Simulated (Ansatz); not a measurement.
in.yaml

```yaml
crystal:
  periodic: [false, false, false]
  atoms:
    - {symbol: B, position_ang: [-0.114887, 0.000009, 0.089052]}
    - {symbol: H, position_ang: [0.311423, 0.539087, -0.991887]}
    - {symbol: H, position_ang: [0.609492, -0.000048, 1.028622]}
    - {symbol: H, position_ang: [0.311340, -0.539134, -0.991888]}
basis:
  gaussian: {orbitals: 6-31G}
magnetization: {spin_polarized: false, initial_magnetization: 4}
correlation: {method: fic_mrcisd_q, electrons: outside_noble_gas, active_space: {window: {electrons: 6, orbitals: 6}, places: [1, 2]}}
```

```sh
$ ansatz run in.yaml --threads 1 --pin off --events-out ev --progress --plain --max-ram 2393MiB
```

Problem. One thing in this input was set wrong on purpose, beside settings that are merely unusual. What is the gravest fault, and what does the program do?

Solution. Two definitions of the active space. How the run ends: refused.
```
Error: invalid value for `correlation.active_space`: name one of window, places and ras
```
